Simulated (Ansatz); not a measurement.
`B[SiH2]O` → BH₃ + `O[SiH]` at 700 K and 1 bar (silylene formation by 1,1-elimination).

Gas-phase electronic energies from Ansatz, PBE0-D4/def2-TZVP geometries. CCSD(T)/CBS is the MP2 limit (def2-TZVPP, def2-QZVPP) plus CCSD(T) − MP2 in def2-TZVPP, frozen cores. This one scheme is used for every species. One conformer a species, not always the lowest.

```csv
species,CCSD(T)/CBS energy (Eh),H − E (kJ/mol),S (J/(mol·K))
`B[SiH2]O`,-392.05150,194.3,392.7
BH₃,-26.55200,96.5,225.0
`O[SiH]`,-365.43832,87.6,287.3
```

H − E and S are ideal-gas, rigid-rotor, harmonic terms from PBE0-D4/def2-TZVP, for one conformer and one mirror image of each species. 1 Eh = 2625.50 kJ/mol, R = 8.31446 J/(mol·K).

By hand: ΔE, ΔH, ΔS and ΔG.

ΔE = (-26.55200) + (-365.43832) − (-392.05150) = 0.06118 Eh = 160.6 kJ/mol. Δ(H − E) = 96.5 + 87.6 − 194.3 = -10.2, so ΔH = 150.4 kJ/mol. ΔS = 225.0 + 287.3 − 392.7 = 119.6 J/(mol·K). ΔG = 150.4 − 700 × (119.6)/1000 = 66.7 kJ/mol.

By hand: the equilibrium constant, and the temperature at which ΔG would vanish if ΔH and ΔS stayed fixed.

log₁₀ K = −ΔG/(RT ln 10) = -5.0. ΔG = 0 at ΔH/ΔS = 1258 K.

The number of gas molecules changes by +1, which sets the sign of ΔS. A doubt of 5 kJ/mol in ΔE shifts log₁₀ K by 0.4 here. Other conformers and mirror images would add mixing entropy, several J/(mol·K) or more a flexible species. These are equilibria of isolated gas molecules and say nothing of rates. Largest T1 diagnostic: 0.016 (customary marks: 0.02 for closed shells, 0.045 for open ones).
